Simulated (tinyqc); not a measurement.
RKS/PBE0 in the sto-3g basis, for H2O, spin multiplicity 1, step by step (part 2 of 2). Computed by tinyqc, a small Python program that keeps every step (integrals from PySCF). Command: `OMP_NUM_THREADS=1 python tinyqc.py 26872 26873 out.jsonl` (the two numbers bound the seeds that draw the settings). One thread of a shared host (Intel(R) Xeon(R) Processor @ 2.60GHz), about 0.9 s of CPU time with the checks.

Geometry (angstrom):
```
atom         x          y         z
O     0.000000   0.000000  0.000000
H     0.000000   0.799000  0.758000
H     0.000000  -0.780000  0.739000
```

## Iteration 2: building the Kohn-Sham matrix

D after iteration 1, order 1O 1s, 1O 2s, 1O 2px, 1O 2py, 1O 2pz, 2H 1s, 3H 1s:
```
[[2.126714, -0.548955, 0.000000, 0.001083, -0.029243, 0.041068, 0.043078],
 [-0.548955, 2.375206, 0.000000, -0.006513, 0.162671, -0.174309, -0.183174],
 [0.000000, 0.000000, 2.000000, 0.000000, 0.000000, 0.000000, 0.000000],
 [0.001083, -0.006513, 0.000000, 2.114107, -0.002991, -0.123267, 0.127209],
 [-0.029243, 0.162671, 0.000000, -0.002991, 2.102236, -0.122267, -0.124395],
 [0.041068, -0.174309, 0.000000, -0.123267, -0.122267, 0.025873, 0.011928],
 [0.043078, -0.183174, 0.000000, 0.127209, -0.124395, 0.011928, 0.027687]]
```

core Hamiltonian H = T + V (hartree), order 1O 1s, 1O 2s, 1O 2px, 1O 2py, 1O 2pz, 2H 1s, 3H 1s:
```
[[-32.588230, -7.581397, 0.000000, 0.000436, -0.016543, -1.236670, -1.318271],
 [-7.581397, -9.211261, 0.000000, 0.004758, -0.201689, -2.911292, -3.049234],
 [0.000000, 0.000000, -7.355745, 0.000000, 0.000000, 0.000000, 0.000000],
 [0.000436, 0.004758, 0.000000, -7.453148, 0.002820, -1.540587, 1.599970],
 [-0.016543, -0.201689, 0.000000, 0.002820, -7.443289, -1.523684, -1.578736],
 [-1.236670, -2.911292, 0.000000, -1.540587, -1.523684, -4.565323, -1.325427],
 [-1.318271, -3.049234, 0.000000, 1.599970, -1.578736, -1.325427, -4.650352]]
```

nuclear repulsion = 8.11891042 hartree

V_xc (hartree), order 1O 1s, 1O 2s, 1O 2px, 1O 2py, 1O 2pz, 2H 1s, 3H 1s:
```
[[-2.333937, -0.325590, 0.000000, 0.000006, -0.000452, -0.053754, -0.057336],
 [-0.325590, -0.650024, 0.000000, 0.000122, -0.004300, -0.178297, -0.187426],
 [0.000000, 0.000000, -0.643564, 0.000000, 0.000000, 0.000000, 0.000000],
 [0.000006, 0.000122, 0.000000, -0.647572, 0.000119, -0.096517, 0.100772],
 [-0.000452, -0.004300, 0.000000, 0.000119, -0.649878, -0.092006, -0.096173],
 [-0.053754, -0.178297, 0.000000, -0.096517, -0.092006, -0.196520, -0.063969],
 [-0.057336, -0.187426, 0.000000, 0.100772, -0.096173, -0.063969, -0.205496]]
```

E_xc = sum of w rho eps_xc = -7.73083871 hartree

Given earlier and not repeated: Two-electron integrals (ij|kl) in chemists' order.

J_ij = sum D_kl (ij|kl), K_ij = sum D_kl (ik|jl); F = H + J - 0.125 K + V_xc; E = tr D H + tr D J / 2 - 0.0625 tr D K + E_xc + E_nn.

Coulomb J (hartree), order 1O 1s, 1O 2s, 1O 2px, 1O 2py, 1O 2pz, 2H 1s, 3H 1s:
```
[[18.610252, 3.549717, 0.000000, -0.000095, 0.003152, 0.576995, 0.615310],
 [3.549717, 8.814572, 0.000000, -0.000011, 0.001906, 2.697876, 2.826780],
 [0.000000, 0.000000, 8.808720, 0.000000, 0.000000, 0.000000, 0.000000],
 [-0.000095, -0.000011, 0.000000, 8.805690, 0.000188, 1.543790, -1.604517],
 [0.003152, 0.001906, 0.000000, 0.000188, 8.805873, 1.463623, 1.519282],
 [0.576995, 2.697876, 0.000000, 1.543790, 1.463623, 4.559289, 1.209312],
 [0.615310, 2.826780, 0.000000, -1.604517, 1.519282, 1.209312, 4.649231]]
```

exchange K (hartree), order 1O 1s, 1O 2s, 1O 2px, 1O 2py, 1O 2pz, 2H 1s, 3H 1s:
```
[[9.844007, 1.717160, 0.000000, -0.000047, 0.001285, 0.295468, 0.314643],
 [1.717160, 2.873134, 0.000000, -0.000348, 0.013243, 0.804316, 0.844851],
 [0.000000, 0.000000, 2.363592, 0.000000, 0.000000, 0.000000, 0.000000],
 [-0.000047, -0.000348, 0.000000, 2.368314, 0.000213, 0.373416, -0.389244],
 [0.001285, 0.013243, 0.000000, 0.000213, 2.366250, 0.347398, 0.362503],
 [0.295468, 0.804316, 0.000000, 0.373416, 0.347398, 0.388935, 0.239298],
 [0.314643, 0.844851, 0.000000, -0.389244, 0.362503, 0.239298, 0.424664]]
```

Kohn-Sham matrix F (hartree), order 1O 1s, 1O 2s, 1O 2px, 1O 2py, 1O 2pz, 2H 1s, 3H 1s:
```
[[-17.542416, -4.571915, 0.000000, 0.000353, -0.014003, -0.750362, -0.799628],
 [-4.571915, -1.405854, 0.000000, 0.004913, -0.205738, -0.492253, -0.515486],
 [0.000000, 0.000000, 0.513962, 0.000000, 0.000000, 0.000000, 0.000000],
 [0.000353, 0.004913, 0.000000, 0.408931, 0.003100, -0.139991, 0.144880],
 [-0.014003, -0.205738, 0.000000, 0.003100, 0.416924, -0.195491, -0.200939],
 [-0.750362, -0.492253, 0.000000, -0.139991, -0.195491, -0.251171, -0.209997],
 [-0.799628, -0.515486, 0.000000, 0.144880, -0.200939, -0.209997, -0.259700]]
```

total energy of this density = -73.82501358 hartree

## Iteration 2: DIIS over 2 matrices

error matrix X^T (FDS - SDF) X:
```
[[0.000000, 0.050534, 0.000000, -0.001346, 0.022413, -0.208792, -0.217354],
 [-0.050534, 0.000000, 0.000000, -0.003453, 0.066433, 0.421347, 0.441237],
 [0.000000, 0.000000, 0.000000, 0.000000, 0.000000, 0.000000, 0.000000],
 [0.001346, 0.003453, 0.000000, 0.000000, 0.000271, 0.577805, -0.595134],
 [-0.022413, -0.066433, 0.000000, -0.000271, 0.000000, 0.461545, 0.481271],
 [0.208792, -0.421347, 0.000000, -0.577805, -0.461545, 0.000000, -0.000696],
 [0.217354, -0.441237, 0.000000, 0.595134, -0.481271, 0.000696, 0.000000]]
```

B (overlaps of the stored error matrices):
```
[[3.0373303e-01, -5.1700662e-01],
 [-5.1700662e-01, 3.2064639e+00]]
```

Minimise |sum c_i e_i|^2 with sum c_i = 1: solve [B -1; -1 0][c; lambda] = [0; -1] with B_ij = tr e_i^T e_j, and take F = sum c_i F_i.

DIIS coefficients: [0.819388, 0.180612]

extrapolated F (hartree), order 1O 1s, 1O 2s, 1O 2px, 1O 2py, 1O 2pz, 2H 1s, 3H 1s:
```
[[-23.443752, -5.584482, 0.000000, 0.001462, -0.036171, -0.914971, -0.975272],
 [-5.584482, -2.979032, 0.000000, 0.006364, -0.107426, -0.820313, -0.864023],
 [0.000000, 0.000000, -1.225814, 0.000000, 0.000000, 0.000000, 0.000000],
 [0.001462, 0.006364, 0.000000, -1.256059, 0.001556, -0.297471, 0.312744],
 [-0.036171, -0.107426, 0.000000, 0.001556, -1.238822, -0.305269, -0.317883],
 [-0.914971, -0.820313, 0.000000, -0.297471, -0.305269, -0.367892, -0.286520],
 [-0.975272, -0.864023, 0.000000, 0.312744, -0.317883, -0.286520, -0.407222]]
```

## Iteration 2: diagonalisation and new density

X, order 1O 1s, 1O 2s, 1O 2px, 1O 2py, 1O 2pz, 2H 1s, 3H 1s:
```
[[1.023641, -0.137015, 0.000000, 0.000338, -0.008421, 0.018456, 0.019219],
 [-0.137015, 1.160928, 0.000000, -0.004365, 0.082060, -0.215715, -0.230695],
 [0.000000, 0.000000, 1.000000, 0.000000, 0.000000, 0.000000, 0.000000],
 [0.000338, -0.004365, 0.000000, 1.066324, -0.002236, -0.166347, 0.173162],
 [-0.008421, 0.082060, 0.000000, -0.002236, 1.048446, -0.128720, -0.135838],
 [0.018456, -0.215715, 0.000000, -0.166347, -0.128720, 1.132468, -0.083107],
 [0.019219, -0.230695, 0.000000, 0.173162, -0.135838, -0.083107, 1.144408]]
```

Diagonalise F' = X^T F X, C = X C', fill 5 alpha and 5 beta electrons from the bottom; D = 2 C_occ C_occ^T. Each column has its largest component positive (the first on a tie).

F' = X^T F X (hartree):
```
[[-23.119003, -2.626945, 0.000000, 0.000815, -0.038653, -0.145312, -0.161662],
 [-2.626945, -1.993078, 0.000000, 0.003489, -0.061620, -0.278209, -0.295795],
 [0.000000, 0.000000, -1.225814, 0.000000, 0.000000, 0.000000, 0.000000],
 [0.000815, 0.003489, 0.000000, -1.213051, -0.000118, -0.163349, 0.170120],
 [-0.038653, -0.061620, 0.000000, -0.000118, -1.211921, -0.130763, -0.138433],
 [-0.145312, -0.278209, 0.000000, -0.163349, -0.130763, -0.045925, -0.081989],
 [-0.161662, -0.295795, 0.000000, 0.170120, -0.138433, -0.081989, -0.057447]]
```

orbital energies (hartree): [-23.443875, -1.776028, -1.256201, -1.225814, -1.219316, -0.018641, 0.073636]

coefficients C, order 1O 1s, 1O 2s, 1O 2px, 1O 2py, 1O 2pz, 2H 1s, 3H 1s:
```
[[0.999556, -0.247108, -0.003351, 0.000000, 0.044432, 0.072353, -0.000282],
 [0.001955, 1.055224, 0.014522, 0.000000, -0.190126, -0.568429, 0.007808],
 [0.000000, 0.000000, 0.000000, 1.000000, 0.000000, 0.000000, 0.000000],
 [-0.000080, -0.013381, 1.005432, 0.000000, 0.009067, 0.016589, -0.428132],
 [0.001768, 0.218554, -0.005852, 0.000000, 0.985617, -0.349015, 0.003593],
 [-0.000251, -0.057466, -0.012021, 0.000000, -0.010095, 0.766942, 0.888118],
 [-0.000297, -0.060093, 0.010458, 0.000000, -0.008063, 0.809078, -0.871900]]
```

D after iteration 2, order 1O 1s, 1O 2s, 1O 2px, 1O 2py, 1O 2pz, 2H 1s, 3H 1s:
```
[[2.124321, -0.534594, 0.000000, 0.000521, -0.016854, 0.027082, 0.028318],
 [-0.534594, 2.299720, 0.000000, -0.002487, 0.086300, -0.117790, -0.123454],
 [0.000000, 0.000000, 2.000000, 0.000000, 0.000000, 0.000000, 0.000000],
 [0.000521, -0.002487, 0.000000, 2.022309, 0.000257, -0.022817, 0.022492],
 [-0.016854, 0.086300, 0.000000, 0.000257, 2.038490, -0.044878, -0.042285],
 [0.027082, -0.117790, 0.000000, -0.022817, -0.044878, 0.007098, 0.006818],
 [0.028318, -0.123454, 0.000000, 0.022492, -0.042285, 0.006818, 0.007571]]
```

## Iteration 11 (converged): orbitals

converged F (hartree), order 1O 1s, 1O 2s, 1O 2px, 1O 2py, 1O 2pz, 2H 1s, 3H 1s:
```
[[-18.912241, -4.861834, 0.000000, 0.000413, -0.020115, -0.797110, -0.849464],
 [-4.861834, -2.057739, 0.000000, 0.004705, -0.125572, -0.649241, -0.680925],
 [0.000000, 0.000000, -0.157992, 0.000000, 0.000000, 0.000000, 0.000000],
 [0.000413, 0.004705, 0.000000, -0.198770, 0.003409, -0.230717, 0.239009],
 [-0.020115, -0.125572, 0.000000, 0.003409, -0.199090, -0.258001, -0.265603],
 [-0.797110, -0.649241, 0.000000, -0.230717, -0.258001, -0.354489, -0.251748],
 [-0.849464, -0.680925, 0.000000, 0.239009, -0.265603, -0.251748, -0.374761]]
```

As before.

F' = X^T F X (hartree):
```
[[-18.548774, -2.573597, 0.000000, 0.000718, -0.040164, -0.094683, -0.107730],
 [-2.573597, -1.059711, 0.000000, -0.001411, 0.004076, -0.288694, -0.306857],
 [0.000000, 0.000000, -0.157992, 0.000000, 0.000000, 0.000000, 0.000000],
 [0.000718, -0.001411, 0.000000, -0.062440, -0.000520, -0.255959, 0.264267],
 [-0.040164, 0.004076, 0.000000, -0.000520, -0.099660, -0.211558, -0.220992],
 [-0.094683, -0.288694, 0.000000, -0.255959, -0.211558, -0.063359, -0.076318],
 [-0.107730, -0.306857, 0.000000, 0.264267, -0.220992, -0.076318, -0.058747]]
```

orbital energies (hartree): [-18.921896, -0.919281, -0.393408, -0.284069, -0.157992, 0.278048, 0.347916]

coefficients C, order 1O 1s, 1O 2s, 1O 2px, 1O 2py, 1O 2pz, 2H 1s, 3H 1s:
```
[[0.993777, -0.233316, -0.004471, 0.119770, 0.000000, 0.103426, 0.017486],
 [0.027011, 0.849506, 0.022471, -0.581310, 0.000000, -0.632029, -0.112942],
 [0.000000, 0.000000, 0.000000, 0.000000, 1.000000, 0.000000, 0.000000],
 [-0.000147, -0.006528, 0.631958, 0.008114, 0.000000, -0.129272, 0.882347],
 [0.003734, 0.160743, -0.009179, 0.696041, 0.000000, -0.784750, -0.121769],
 [-0.005331, 0.153038, 0.451055, 0.341412, 0.000000, 0.793524, -0.638248],
 [-0.005655, 0.163683, -0.451963, 0.326577, 0.000000, 0.585961, 0.858782]]
```

D after iteration 11, order 1O 1s, 1O 2s, 1O 2px, 1O 2py, 1O 2pz, 2H 1s, 3H 1s:
```
[[2.112786, -0.482168, 0.000000, -0.000953, 0.099224, -0.004260, -0.005350],
 [-0.482168, 2.121633, 0.000000, 0.007870, -0.536337, -0.116936, -0.122203],
 [0.000000, 0.000000, 2.000000, 0.000000, 0.000000, 0.000000, 0.000000],
 [-0.000953, 0.007870, 0.000000, 0.798958, -0.002407, 0.573640, -0.568079],
 [0.099224, -0.536337, 0.000000, -0.002407, 1.020820, 0.516152, 0.515499],
 [-0.004260, -0.116936, 0.000000, 0.573640, 0.516152, 0.686924, -0.134567],
 [-0.005350, -0.122203, 0.000000, -0.568079, 0.515499, -0.134567, 0.675494]]
```

## Convergence

Stop when the energy changes by less than 1e-09 hartree and every element of the error matrix X^T (F D S - S D F) X is below 9e-06.

Course of the cycle:
```
iteration   E (hartree)     change  largest element of the error matrix
1          -28.56624206          -                             2.47e-01
2          -73.82501358  -4.53e+01                             5.95e-01
3          -74.02356464  -1.99e-01                             6.13e-01
4          -74.03403913  -1.05e-02                             6.14e-01
5          -74.40818104  -3.74e-01                             6.60e-01
6          -75.21788580  -8.10e-01                             2.08e-01
7          -75.26839451  -5.05e-02                             4.89e-02
8          -75.27132556  -2.93e-03                             2.15e-03
9          -75.27132993  -4.37e-06                             9.34e-05
10         -75.27132994  -8.68e-09                             8.90e-06
11         -75.27132994  -7.26e-11                             1.05e-06
```

PySCF RKS in the same basis, fine grid = -75.24643006 hartree

Converged in 11 iterations. The coarse grid moves the energy by -2.49e-02 hartree.

## Populations, bond orders and dipole

overlap S, order 1O 1s, 1O 2s, 1O 2px, 1O 2py, 1O 2pz, 2H 1s, 3H 1s:
```
[[1.000000, 0.236704, 0.000000, 0.000000, 0.000000, 0.038283, 0.040813],
 [0.236704, 1.000000, 0.000000, 0.000000, 0.000000, 0.385354, 0.401197],
 [0.000000, 0.000000, 1.000000, 0.000000, 0.000000, 0.000000, 0.000000],
 [0.000000, 0.000000, 0.000000, 1.000000, 0.000000, 0.246761, -0.254361],
 [0.000000, 0.000000, 0.000000, 0.000000, 1.000000, 0.234099, 0.240991],
 [0.038283, 0.385354, 0.000000, 0.246761, 0.234099, 1.000000, 0.228997],
 [0.040813, 0.401197, 0.000000, -0.254361, 0.240991, 0.228997, 1.000000]]
```

Mulliken: Z minus the diagonal of D S on the atom; Loewdin: the same with S^(1/2) D S^(1/2); Mayer order: 2 sum_s sum (D(s) S)_ij (D(s) S)_ji over the two atoms.

Charges (e):
```
atom   Mulliken    Loewdin
1O    -0.262574  -0.191397
2H     0.126734   0.092975
3H     0.135840   0.098422
```

Mayer bond orders:
```
pair     order
2-1   0.981797
3-1   0.979406
3-2   0.002141
```

dipole moment about the origin, x y z (debye): [0.000000, -0.021529, 1.547036]
